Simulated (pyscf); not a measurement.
Optimised with ωB97X-D3(BJ)/def2-SVP in PySCF. Correlated levels are frozen-core, on RHF or UHF. ΔMP2 is the change of the MP2 total energy from the triple- to the quadruple-zeta basis.

Task: Estimate by transition-state theory the rate constant of H₃C–ZnH (SMILES [CH3][ZnH]) + HCl (SMILES Cl) → CH₄ (SMILES C) + Cl–ZnH (SMILES [Cl][ZnH]) (singlet surface; C–Zn, Cl–H broken, C–H, Cl–Zn formed) at 298 K, with CCSD(T)/def2-TZVPP + ΔMP2(QZVPP) energies (ideal gas, 1 atm, RRHO with modes under 100 cm⁻¹ raised to 100, one conformer, R ln 2 for chiral ones without a mode under 150 cm⁻¹; no tunnelling).

Result: The electronic barrier is 8.4 kcal/mol and the thermal terms add +7.6, so ΔG‡ = 16.0 kcal/mol. With k_BT/h = 6.21e+12 s⁻¹ and RT = 0.592 kcal/mol, and a volume of 4.06e-20 cm³ per molecule at 1 atm, k = 5.0e-19 cm³ molecule⁻¹ s⁻¹. Wigner's tunnelling factor for 977i cm⁻¹ would be 1.93, likely too low at so high a frequency. A shift of 1 kcal/mol in the barrier changes k by a factor 5.4. This is the saddle that the search found; another between the same sides may lie lower. The CCSD(T) − MP2 part came from Ansatz, without density fitting, on the same reference. The frozen core leaves the outer d or s,p core shells of the metals and heavy elements correlated in the MP2 and CC values, and def2-TZVPP describes them poorly, which can shift differences by a few kcal/mol. Elements up to Kr have no core potential and no relativistic terms here.
